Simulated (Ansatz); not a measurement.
Isolated molecules relaxed with PBE0-D4/def2-TZVP in Ansatz; ΔE leaves out vibrations. CCSD(T)/CBS is the MP2 limit (def2-TZVPP, def2-QZVPP) plus CCSD(T) − MP2 in def2-TZVPP, frozen cores. This one scheme is used for every species. DFT in def2-TZVPP. Each species was taken in one conformer, which may not be the lowest.

Consider the formal exchange of groups at a C–S bond: `CC(C)(C)CS` + CH₄ → `CCC(C)(C)C` + H₂S.

`CC(C)(C)CS`:

Cartesian coordinates in Å:
```
C 1.057 0.925 0.466
C -0.155 0.078 0.095
C -1.017 -0.146 1.336
C -0.976 0.789 -0.975
C 0.285 -1.306 -0.398
S 1.330 -1.368 -1.878
H 0.739 1.881 0.890
H 1.673 1.138 -0.410
H 1.680 0.420 1.211
H -1.889 -0.764 1.105
H -1.378 0.807 1.731
H -0.451 -0.644 2.128
H -1.872 0.215 -1.227
H -1.296 1.772 -0.621
H -0.393 0.926 -1.888
H 0.790 -1.850 0.404
H -0.598 -1.892 -0.670
H 2.475 -0.978 -1.298
```

CH₄:

```xyz
5

C     0.000    0.000    0.000
H     0.883    0.083    0.633
H    -0.783   -0.534    0.538
H     0.254   -0.545   -0.909
H    -0.354    0.997   -0.261
```

`CCC(C)(C)C`:

Cartesian coordinates in Å:
```
C 0.935 1.923 0.276
C -0.250 1.021 0.580
C -0.215 -0.385 -0.039
C 0.998 -1.165 0.460
C -0.178 -0.303 -1.563
C -1.484 -1.118 0.387
H 1.042 2.108 -0.796
H 0.810 2.894 0.761
H 1.874 1.498 0.637
H -0.344 0.909 1.667
H -1.170 1.514 0.247
H 1.936 -0.708 0.135
H 1.009 -1.219 1.552
H 0.982 -2.189 0.075
H 0.740 0.168 -1.922
H -1.026 0.272 -1.946
H -0.227 -1.303 -2.003
H -2.378 -0.589 0.042
H -1.511 -2.129 -0.028
H -1.544 -1.200 1.476
```

H₂S:

Z-matrix (Å, degrees):
```
S
H 1 1.341
H 1 1.341 2 92.3
```

```
             level  ΔE (kcal/mol)
            PBE-D4            2.1
      CAM-B3LYP-D4            0.7
             BHLYP            0.2
         CAM-B3LYP            0.3
     CCSD/def2-SVP           -1.4
CCSD(T)/def2-TZVPP            0.4
      HF/CBS(def2)           -0.7
    CCSD/CBS(def2)            0.2
```

(1) What does CCSD(T)/CBS give? (Best estimate.)

Largest T1 diagnostic among the species: 0.009.

## Answers

(1) Computed: +0.8 kcal/mol. The listed levels differ from it by 1.3, -0.1, -0.6, -0.5, -2.2, -0.4, -1.5, -0.6 kcal/mol.

At CCSD(T), def2-SVP lies −1.9 kcal/mol from the extrapolated value and def2-TZVPP −0.5 kcal/mol. Leaving LDA and LC-ωPBE aside and taking each functional with its dispersion term where it has one, the values, not all of them listed here, spread over 1.6 kcal/mol, from CAM-B3LYP-D4 to BLYP-D4. LDA lies −0.8 kcal/mol from PBE without D4.
